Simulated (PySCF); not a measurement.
Worked example: correlation energy of H₂O, singlet

Geometry: MP2(full)/6-31G*, from the G2/97 set.

```json
{"atom": "O", "x (Å)": "0.0000", "y (Å)": "0.0000", "z (Å)": "0.0667"}
{"atom": "H", "x (Å)": "0.0000", "y (Å)": "0.7632", "z (Å)": "-0.5296"}
{"atom": "H", "x (Å)": "0.0000", "y (Å)": "-0.7632", "z (Å)": "-0.5296"}
```

Basis cc-pVTZ; PySCF 2.14.0. Correlated methods freeze the noble-gas cores, which leaves 8 electrons in 57 orbitals. Prefix R: restricted or restricted open-shell reference.

Full CI isn't at hand for all of this; RCCSDT(Q) serves as the reference, and is uncertain by about the last step of the cluster series.

| level | total energy (hartree) |
| --- | --- |
| RHF | -76.056136 |
| RMP2 | -76.318471 |
| RCCSD | -76.324304 |
| RCCSD(T) | -76.332047 |
| RCCSDT | -76.332121 |
| RCCSDT(Q) | -76.332490 |

Question: What is the correlation energy at RCCSDT(Q), and what share of it do RMP2 and RCCSD recover?

Answer: E(corr) = -76.332490 − (-76.056136) = -0.276354 hartree = -7.520 eV. RMP2: -0.262335 / -0.276354 = 94.93 %. RCCSD: -0.268168 / -0.276354 = 97.04 %.

Question: By how many kcal/mol does RCCSD(T) miss RCCSDT(Q) (1 hartree = 627.509 kcal/mol), and which steps make up the rest?

Answer: -76.332047 − (-76.332490) = 0.000443 hartree = 0.28 kcal/mol. Steps: RCCSDT − RCCSD(T) = -0.05, RCCSDT(Q) − RCCSDT = -0.23 kcal/mol. That is within 1 kcal/mol of the reference in this basis, which itself misses far more of the correlation at the basis-set limit.
